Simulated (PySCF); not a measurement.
Isomers of C5H12O, one GFN2-xTB conformer each. Single-point energies are computed at PBE0/pcSseg-1 (PySCF, gas phase, no added dispersion term), electronic only.

```csv
SMILES,GFN2-xTB relative energy (kJ/mol)
COCC(C)C,6.5
CCOC(C)C,0.0
```

Conformers: `[CH3:1][O:2][CH2:3][CH:4]([CH3:5])[CH3:6]` with C1–O2–C3–C4 -179°, O2–C3–C4–C5 64°; `[CH3:1][CH2:2][O:3][CH:4]([CH3:5])[CH3:6]` with C1–C2–O3–C4 -168°, C2–O3–C4–C5 -72°.

Task: What does PBE0/pcSseg-1 give for the same structures?

Result: 
```json
{"SMILES": "CCOC(C)C", "PBE0/pcSseg-1 E (Eh)": "-272.61540", "PBE0/pcSseg-1 (kJ/mol)": "0.0", "GFN2-xTB (kJ/mol)": "0.0", "point group": "C1"}
{"SMILES": "COCC(C)C", "PBE0/pcSseg-1 E (Eh)": "-272.60893", "PBE0/pcSseg-1 (kJ/mol)": "17.0", "GFN2-xTB (kJ/mol)": "6.5", "point group": "C1"}
```

Both levels put the same isomer lowest. 

Task: Which frontier levels, dipoles and rotational constants go with these structures?

Result: 
```tsv
SMILES	HOMO (eV, PBE0/pcSseg-1)	LUMO (eV)	dipole (D)	A, B, C (MHz)
CCOC(C)C	-7.22	1.54	1.19	6829, 1939, 1633
COCC(C)C	-7.30	1.54	1.15	7105, 1891, 1615
```
